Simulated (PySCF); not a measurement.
Isomers of C5H12, one conformer each; single-point electronic energies without zero-point terms and without any empirical dispersion term.

Level: PBE0/pcSseg-1 in PySCF, non-relativistic, each on one gas-phase PBE0-D3(BJ)/def2-SVP geometry that isn't relaxed in the solvent. The solvent is an IEF-PCM continuum (Bondi radii, 1.10 Å for H, scaled by 1.2). Only the electrostatic response of the medium enters.

```csv
isomer,"relative energy, gas (kcal/mol)",dipole (D)
`CC(C)(C)C`,0.0,0.00
`CCCCC`,2.2,0.06
```

Task: How do the relative energies look in chloroform (ε = 4.711)?

Result: 
```
     isomer  relative energy, solvent (kcal/mol)  E(solvent) − E(gas) (kcal/mol)  dipole in solvent (D)
`CC(C)(C)C`                                  0.0                            -0.5                   0.00
    `CCCCC`                                  2.3                            -0.4                   0.07
```

The order is unchanged. Conformers: `[CH3:1][CH2:2][CH2:3][CH2:4][CH3:5]` with C1–C2–C3–C4 180°, C2–C3–C4–C5 180°. The gains span 0.1 kcal/mol, the gas-phase energies 2.2 kcal/mol.
